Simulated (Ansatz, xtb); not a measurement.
# C4H8O2: which of two isomers lies lower

Structure X is `CO/C=C/OC`, a singlet and structure Y is `C=C(OC)OC`, a singlet. Both are isolated molecules in the gas phase, relaxed with PBE-D3(BJ)/def2-SVP; each stands in its lowest conformer found.

**Question.** Which of the two would you expect CCSD(T)/def2-SVP + ΔMP2/def2-TZVPP electronic energies to favour?

**Answer.** Structure Y; the calculation gives E(Y) − E(X) = −8.5 kcal/mol.

How the difference moves with the method:

```tsv
level	geometry	E(Y) − E(X) (kcal/mol)	departure from the last row (kcal/mol)	job, with rough time for the two
GFN2-xTB	GFN2-xTB	−4.5	+4.0	optimisation, 0.084 s
HF/STO-3G	GFN2-xTB	−7.1	+1.5	single point, 0.36 s
r2SCAN-D4/def2-SVP	GFN2-xTB	−9.4	−0.9	single point, 5.1 s
PBE-D3(BJ)/def2-SVP	PBE-D3(BJ)/def2-SVP	−7.6	+0.9	optimisation, 17 s
HF/def2-SVP	PBE-D3(BJ)/def2-SVP	−11.3	−2.7	part of the CCSD(T) run
MP2/def2-SVP	PBE-D3(BJ)/def2-SVP	−9.4	−0.9	part of the CCSD(T) run
CCSD(T)/def2-SVP	PBE-D3(BJ)/def2-SVP	−8.8	−0.2	single point
CCSD(T)/def2-SVP + ΔMP2/def2-TZVPP	PBE-D3(BJ)/def2-SVP	−8.5		single point, 82 s
```

As drawn, both hold the same kinds of bond in the same numbers.

None of the levels shown reverses the order. The largest departure from CCSD(T)/def2-SVP + ΔMP2/def2-TZVPP is that of GFN2-xTB, 4.0 kcal/mol. The last row adds to CCSD(T) the change of the MP2 difference between the two basis sets, here +0.2 kcal/mol.

With thermal terms from frequencies at re-optimised GFN2-xTB minima (ideal gas, soft modes damped towards free rotors, one conformer each, 298.15 K, 1 atm): on the last row, ΔE + ΔZPE = −8.8, ΔH = −8.7, ΔG = −9.3 kcal/mol.

The correlated steps freeze 6 core orbitals. Programs: Ansatz 0.2.0, xtb 6.7.1; the last row on 2 threads of Arm Neoverse V2 on a shared host.
